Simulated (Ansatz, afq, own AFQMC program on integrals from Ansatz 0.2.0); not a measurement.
Integrals from Ansatz 0.2.0, then the random walk in our own AFQMC program (afq).

```yaml
crystal:
  periodic: [false, false, false]
  atoms:
    - {symbol: Si, position_ang: [-0.062911, 0.000000, 1.292119]}
    - {symbol: Al, position_ang: [0.034038, 0.000000, -1.508781]}
    - {symbol: H, position_ang: [0.420891, -1.328545, 2.192307]}
    - {symbol: H, position_ang: [0.420891, 1.328545, 2.192307]}
basis:
  gaussian: {orbitals: cc-pVDZ}
magnetization: {spin_polarized: false, initial_magnetization: 1}
correlation: {method: ccsd_t, electrons: outside_noble_gas, hamiltonian_folder: ham}
```

```sh
$ ansatz run in.yaml --threads 1 --pin off --events-out ev --progress --plain --max-ram 1382MiB
```

Options of the walk:

```
--method free --trial cisd --walkers 60 --time-step 0.03 --max-blocks 80 --target-error 0.00036 --factor-cut 1e-05 --seed 3185 --times 0,0.3,0.6,1.2,1.8,2.4,3.6,4.8,6 --taylor-order 8
```

Times are imaginary, in 1/Eh. The walk had a cap of 1011 s.

```
orbitals 36  electrons 5 4  factors 259 of 455
reference energy -531.92462458 Eh
CCSD correlation -0.17497878 Eh in 15 cycles, weight of the determinant in the CISD state 0.8353
repeat  energy at the last time / Eh  error
    10  -532.108665  0.002146
    20  -532.108503  0.001475
    30  -532.109374  0.001171
    40  -532.108526  0.000952
    50  -532.108453  0.000787
    60  -532.108701  0.000766
    70  -532.108290  0.000688
    80  -532.108379  0.000645
time / (1/Eh)  energy / Eh  error  mean overlap
  0.00  -532.099693  0.000131  1.1973
  0.30  -532.102438  0.000140  1.2000
  0.60  -532.103972  0.000169  1.2042
  1.20  -532.105270  0.000198  1.2074
  1.80  -532.106166  0.000236  1.2094
  2.40  -532.106554  0.000266  1.2199
  3.60  -532.106913  0.000302  1.2334
  4.80  -532.107621  0.000473  1.2024
  6.00  -532.108379  0.000645  1.1922
energy -532.108379 +/- 0.000645 Eh
```

Q: Estimate how long the walk took on 1 thread of Intel(R) Xeon(R) Processor @ 2.50GHz (Skylake/Cascade Lake), with other jobs on the host.

A: 8.6 min of wall time.

The run passed its tests (error under three times the target), which doesn't prove that it has relaxed.

Against this walk (error 17.6 meV) on the same determinant: CCSD(T) 83.5 meV higher, CCSDT(Q) 28.1 meV higher (within the noise). The error is statistical, and a free projection of finite length keeps a remainder of its start. The last points still move (meV from the last: 60 ± 6 at 1.80, 50 ± 7 at 2.40, 40 ± 8 at 3.60, 21 ± 13 at 4.80, 0 ± 18 at 6.00), but the last one has reached CCSDT(Q) within the noise or passed it, so little can be left to fall.

Cautions: remainder of the start not in the error; error above the target (17.6 against 9.8 meV); higher spins were not checked; a spin-contaminated unrestricted determinant lies lower (UHF 152 meV lower, ⟨S²⟩ 0.91).

CCSDT and higher add their correlation energy to the determinant of the CCSD(T) run, since their own runs factorise the integrals more tightly (a shift of under 2 meV). A walk keeps the symmetry of its determinant, which the program's search chose and which needn't be the lowest solution, so a lower state of the same spin and another symmetry isn't excluded.
